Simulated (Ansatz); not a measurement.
# C2S4− (doublet): energies up the ladder

Wanted for C2S4− (doublet): energies up the ladder. Charge -1. Spin multiplicity 2.

Program: Ansatz 0.2.0. Level of theory: the levels named in each step. These are calculated values, not measurements.

**1. Starting point**

Bond lengths: S1–C2 1.649 Å, C2–S3 1.823 Å, S3–S4 2.071 Å, C2–C5 1.385 Å, S4–C5 1.823 Å, C5–S6 1.650 Å. Angles: S1–C2–S3 126.0°, S1–C2–C5 133.1°, S3–C2–C5 100.9°, C2–S3–S4 79.1°, S3–S4–C5 79.1°, C2–C5–S4 100.9°, C2–C5–S6 133.1°, S4–C5–S6 126.0°.

Structure file:

```xyz
6

S    -1.4912   -1.7382   -0.4154
C    -0.6072   -0.3620   -0.2015
S    -1.1597    1.3359   -0.5710
S     0.7540    1.6937    0.1361
C     0.6721   -0.1229    0.2711
S     1.8725   -1.1098    0.8243
```

**2. A rough first relaxation, PBE-D4/def2-SVPD**

The input, input.yaml:

```yaml
crystal:
  periodic: [false, false, false]
  atoms:
    - { symbol: S, position_ang: [-1.49116, -1.73817, -0.41541] }
    - { symbol: C, position_ang: [-0.60721, -0.36205, -0.20146] }
    - { symbol: S, position_ang: [-1.15969, 1.33594, -0.57103] }
    - { symbol: S, position_ang: [0.75402, 1.6937, 0.1361] }
    - { symbol: C, position_ang: [0.67214, -0.12291, 0.27108] }
    - { symbol: S, position_ang: [1.8725, -1.10982, 0.82426] }
magnetization:
  spin_polarized: true
  initial_magnetization: 1
total_charge: -1
basis:
  gaussian: { orbitals: def2-SVPD }
hamiltonian:
  xc: pbe
  dispersion: d4
relax:
  f_tol: 0.03
  max_steps: 200
```

Launch:

```
$ ansatz run input.yaml --threads 4 --pin off --max-ram 10240MiB --backend cpu --events-out ev --progress --plain --runs-dir out
```

Further steps of the session: Relaxation, PBE0-D4/def2-TZVPPD; Frequencies, PBE0-D4/def2-TZVPPD; Single point, PBE-D4/def2-TZVPPD; Single point, r2SCAN-D4/def2-TZVPPD; Single point, B3LYP-D4/def2-TZVPPD; Single point, wB97M-V/def2-TZVPPD; Single point, B2PLYP/def2-TZVPPD; Single point, LDA/def2-TZVPPD; Single point, PBE0-D4/def2-SVPD; Single point, PBE-D4/def2-SVPD.

**Question.** What will these runs give? Wanted: S1–C2 at PBE0-D4/def2-TZVPPD; C2–S3 at PBE0-D4/def2-TZVPPD; C2–C5 at PBE0-D4/def2-TZVPPD; frequencies at PBE0-D4/def2-TZVPPD; energy at PBE-D4/def2-SVPD.

The runs gave:

```
                          quantity             value
      S1–C2 at PBE0-D4/def2-TZVPPD           1.652 Å
      C2–S3 at PBE0-D4/def2-TZVPPD           1.783 Å
      C2–C5 at PBE0-D4/def2-TZVPPD           1.422 Å
frequencies at PBE0-D4/def2-TZVPPD  127 to 1373 cm⁻¹
        energy at PBE-D4/def2-SVPD     -45381.969 eV
```

In words: No mode is imaginary, so the geometry is a minimum. These totals serve in differences with atoms or fragments at the same level; alone they don't rank the methods.
